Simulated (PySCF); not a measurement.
# How the method moves the bond dissociation enthalpies of hydroxylamine

Structure: `NO` (H3NO). Atom numbers as in the mapped SMILES `[NH2:1][OH:2]`.

All levels share the PBE0-D3(BJ)/def2-SVP structures and the PBE0-D3(BJ)/def2-SVP thermal terms; only the single-point energies (PySCF) change. Values are bond dissociation enthalpies (298 K, kJ/mol).

| level | N1–O2 | O2–H | N1–H | mean abs. error | time |
| --- | --- | --- | --- | --- | --- |
| HF/def2-TZVP | 71 | 215 | 240 | 141.2 | 0.94 s |
| BHandHLYP/def2-TZVP | 213 | 295 | 334 | 35.7 | 2.8 s |
| PBE0-D3(BJ)/6-31G | 240 | 263 | 334 | 37.4 | 1.5 s |
| r2SCAN-D3(BJ)/def2-TZVP (grid 3) | 245 | 288 | 328 | 29.4 | 8.7 s |
| M06-L/def2-TZVP (grid 3) | 246 | 283 | 327 | 31.3 | 8.9 s |
| TPSSh-D3(BJ)/def2-TZVP (grid 3) | 248 | 295 | 335 | 24.0 | 6.4 s |
| B3LYP-D3(BJ)/def2-TZVP | 252 | 297 | 339 | 20.7 | 2.8 s |
| TPSS-D3(BJ)/def2-TZVP (grid 3) | 256 | 293 | 333 | 22.7 | 8.3 s |
| HSE06/def2-TZVP | 257 | 287 | 331 | 24.5 | 6.9 s |
| PBE0-D3(BJ)/6-311+G** | 258 | 293 | 337 | 20.3 | 2.6 s |
| PBE0-D3(BJ)/pcseg-1 | 259 | 287 | 329 | 25.1 | 1.7 s |
| PBE0-D3(BJ)/aug-pcseg-1 | 259 | 293 | 335 | 21.0 | 2.8 s |
| PBE0-D3(BJ)/def2-TZVPD | 259 | 291 | 335 | 21.4 | 3.6 s |
| PBE0-D3(BJ)/jun-cc-pV(T+d)Z | 259 | 295 | 337 | 19.5 | 4.1 s |
| PBE0-D3(BJ)/6-311++G(2d,2p) | 259 | 297 | 339 | 18.2 | 3.2 s |
| PBE0-D3(BJ)/aug-cc-pVTZ | 260 | 295 | 337 | 19.3 | 7.5 s |
| PBE0-D3(BJ)/aug-cc-pVDZ | 260 | 292 | 333 | 21.7 | 2.3 s |
| PBE0-D3(BJ)/def2-QZVPPD | 260 | 294 | 337 | 19.4 | 11 s |
| CAM-B3LYP-D3(BJ)/def2-TZVP | 260 | 299 | 342 | 16.1 | 3.7 s |
| PBE0-D3(BJ)/def2-QZVP | 261 | 294 | 337 | 19.3 | 9.3 s |
| BLYP-D3(BJ)/def2-TZVP | 261 | 288 | 330 | 23.4 | 4.4 s |
| PBE0-D3(BJ)/def2-TZVPP | 261 | 294 | 336 | 19.6 | 3.5 s |
| PBE0-D3(BJ)/ma-def2-TZVP | 262 | 290 | 335 | 20.9 | 3.1 s |
| PBE0-D3(BJ)/def2-TZVP | 262 | 289 | 333 | 21.5 | – |
| PBE0-D3(BJ)/pcseg-2 | 262 | 295 | 337 | 18.5 | 3.2 s |
| PBE0-D3(BJ)/cc-pVTZ | 263 | 293 | 334 | 19.5 | 4 s |
| M06/def2-TZVP (grid 3) | 264 | 303 | 344 | 12.9 | 6.6 s |
| ωB97X-D3(BJ)/def2-TZVP | 264 | 299 | 340 | 15.4 | 3.8 s |
| LC-ωPBE/def2-TZVP | 265 | 289 | 333 | 20.6 | 5.8 s |
| ωB97M-D3(BJ)/def2-TZVP (grid 3) | 266 | 309 | 347 | 9.1 | 6.7 s |
| PBE0-D3(BJ)/cc-pVDZ | 267 | 283 | 323 | 25.4 | 1.7 s |
| B97-2/def2-TZVP | 267 | 289 | 334 | 19.8 | 2.7 s |
| PBE0-D3(BJ)/6-31+G* | 267 | 284 | 332 | 22.2 | 1.7 s |
| PBE0-D3(BJ)/ma-def2-SVP | 268 | 287 | 338 | 19.6 | 1.9 s |
| PBE0-D3(BJ)/def2-SVPD | 269 | 290 | 340 | 17.8 | 2.6 s |
| PBE0-D3(BJ)/6-31G* | 271 | 283 | 325 | 26.2 | 1.6 s |
| M06-2X/def2-TZVP (grid 3) | 274 | 310 | 350 | 9.8 | 7.1 s |
| PBE0-D3(BJ)/def2-SVP | 276 | 281 | 328 | 27.4 | 1.9 s |
| OPBE/def2-TZVP | 279 | 284 | 331 | 26.6 | 4.5 s |
| PBE0-D3(BJ)/def2-SV(P) | 281 | 257 | 314 | 41.7 | 1.6 s |
| BP86-D3(BJ)/def2-TZVP | 282 | 299 | 342 | 18.9 | 4.5 s |
| PBE-D3(BJ)/def2-TZVP | 289 | 285 | 331 | 29.4 | 4.4 s |
| LDA/def2-TZVP | 392 | 328 | 382 | 50.5 | 4 s |
| ATcT 1.112 | 267 | 326 | 356 |  |  |

Times are wall times for all single points of a level on 1 thread of AMD EPYC 7R13, a shared host; the dash marks the run that also made the structures. BLYP, BP86, HSE06, LC-ωPBE, LDA, M06-L, OPBE, PBE, TPSS, r2SCAN ran on a slower path of this set-up, which computes the density-fitting integrals anew in every SCF cycle while the other levels store them. So the times needn't show the usual order of cost, and those levels read slower than they are.

Hartree-Fock leaves out electron correlation, so its bond energies come out too low, often by 100 kJ/mol or more.

The widest spread is that of N1–O2: 320 kJ/mol, from 71 to 392.

Differences come from unrounded values, so a last digit can differ from that of the printed terms.
